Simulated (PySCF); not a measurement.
# Static response to an electric field

Compound: C₂HClN₂O.
Atom-mapped SMILES: `[Cl:1][c:2]1[n:3][cH:4][n:5][o:6]1` (hydrogens: H7 on C4)

Geometry (GFN2-xTB, Å), atoms numbered from 1 in this order:
```xyz
7
C2HClN2O angstrom
Cl     2.5996   -0.3946    0.0350
C      0.9559   -0.1023    0.0136
N     -0.0023   -0.9728   -0.0773
C     -1.1098   -0.1861   -0.0471
N     -0.8458    1.0796    0.0548
O      0.5094    1.1583    0.0965
H     -2.1037   -0.5772   -0.1026
```

Level: PBE0/def2-SVPD (PySCF), static field, nuclei fixed, core orbitals frozen in the response. The polarisability tensor in these axes (au):

```
x   70.60 -3.37  0.72
y   -3.37 47.75  0.97
z    0.72  0.97 33.69
```

Question: Give the principal values, the mean and the anisotropy Δα = √{½[(α1 − α2)² + (α2 − α3)² + (α1 − α3)²]}.

Answer: Principal values 33.59, 47.34 and 71.10 au; mean 50.68 au = 7.51 Å³ = 8.36 × 10⁻⁴⁰ C²·m²/J; Δα = 32.86 au (65 % of the mean).

Question: What is the dipole moment, and where does it point?

Answer: (0.18, -0.75, -0.05) D, 0.77 D in size, pointing from the negative to the positive side. Measured along this direction, the outermost atoms are N5 at the negative end and Cl1 and N3 at the positive end.

Question: Sum over states: ᾱ = Σ f/ω², ω in Eh. What share falls to these 6 lowest TDDFT singlets (eV, f)? 5.95, 0.0051; 6.60, 0.2148; 7.05, 0.0005; 7.34, 0.0004; 7.55, 0.0013; 7.62, 0.0001.

Answer: They add up to 3.79 au, 7.5 % of the 50.68 au; the largest single term is 3.65 au, from the state at 6.60 eV. Terms in order: 0.11, 3.65, 0.01, 0.01, 0.02, 0.00 au. Higher excitations give the rest. The strengths listed sum to 0.222.

Question: In a dilute gas of rigid molecules at 500 K, how does the orientational term μ²/3kT compare with the electronic polarisability?

Answer: In Gaussian units μ²/3kT = 2.89 Å³ against 7.51 Å³, a ratio of 0.39; the Debye molar polarisation (4π/3)N_A(α + μ²/3kT) is 26.2 cm³/mol, leaving out the vibrational part.

Question: Along which axes do the principal values lie, and how far do the nuclei extend along each?

Answer: Largest value along (0.99, -0.14, 0.02), where the nuclei span 4.63 Å; middle along (0.14, 0.99, 0.08), 2.19 Å; least along (-0.03, -0.07, 1.00), 0.00 Å. The response follows the extents in order.

Question: Molar refractivity from α?

Answer: Lorentz–Lorenz: R = (4π/3)N_A α = 2.5225 cm³/(mol·Å³) × 7.51 Å³ = 18.9 cm³/mol, in the limit of long wavelengths.

Question: What are the principal values of the traceless quadrupole moment, Θ = ½Σq(3rr − r²1), about the centre of nuclear charge?

Answer: -9.39, 0.27, 9.12 D·Å. The values depend on the origin, since the dipole doesn't vanish. The electronic extent ⟨r²⟩ about the same centre is 584 bohr², a root-mean-square distance of 1.77 Å for the 52 electrons.

Geometry: GFN2-xTB; no solvent, vibrations or thermal averaging.
